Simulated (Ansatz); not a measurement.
Results of LDA (Ansatz, a quantum-chemistry and plane-wave program, PAW) for corundum (α-Al2O3).

Settings: plane-wave cutoff 520 eV, 8×8×8 k mesh, Fermi–Dirac smearing 0.01 eV, scalar-relativistic PAW data made under PBE.

On both sides of the equilibrium volume: at 8.158 Å³/atom the pressure is 5.40 GPa and the direct gap at Γ 6.680 eV; at 8.491 Å³/atom they are -4.91 GPa and 6.189 eV. The fitted bulk modulus is 257 GPa.

**Question.** Work out the volume deformation potential of this gap and its pressure coefficient, in two ways.

**Answer.** a_V = dE_g/d ln V = (6.189 − 6.680)/ln(8.491/8.158) = -12.27 eV. Since dP = −B d ln V, dE_g/dP = −a_V/B = 48 meV/GPa. Straight from the pressures: (6.680 − 6.189)/(5.40 − (-4.91)) = 48 meV/GPa. At this level and over this range the gap at Γ widens under pressure.
